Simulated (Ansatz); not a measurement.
Species: H4Si, SMILES `[SiH4]` (charge 0, multiplicity 1).

**Question.** Give a relaxed geometry from CAM-B3LYP-D3(BJ)/def2-TZVP in Ansatz (a first-principles code).

**Answer.** the end point of this relaxation (outside a Z-matrix the atoms follow the SMILES, hydrogens last).
Bonds (Å): Si1–H2 1.477, Si1–H3 1.477, Si1–H4 1.477, Si1–H5 1.477. Angles (°): H2–Si1–H3 109.5, H2–Si1–H4 109.5, H2–Si1–H5 109.5, H3–Si1–H4 109.5, H3–Si1–H5 109.5, H4–Si1–H5 109.5.
